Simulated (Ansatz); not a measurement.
Ansatz (an electronic-structure program) input:

Ansatz 0.2 input:
```yaml
crystal:
  periodic: [false, false, false]
  atoms:
    - {symbol: C, position_ang: [0.00476229, 0.43392420, -0.00203639]}
    - {symbol: C, position_ang: [1.18383408, -0.15360148, 0.00493325]}
    - {symbol: F, position_ang: [-1.14596015, -0.26718838, -0.00280751]}
    - {symbol: H, position_ang: [-0.17580160, 1.50100015, -0.00772733]}
    - {symbol: H, position_ang: [1.28003303, -1.23028006, 0.01036986]}
    - {symbol: H, position_ang: [2.07783169, 0.45203897, 0.00524394]}
basis:
  gaussian:
    orbitals: cc-pVTZ
magnetization: {spin_polarized: false}
correlation: {method: ccsd_t, electrons: outside_noble_gas}
```

**Question.** Which total energy does the run end on?

**Answer.** -177.57071 Eh (CCSD(T)/cc-pVTZ). The basis has 132 functions.
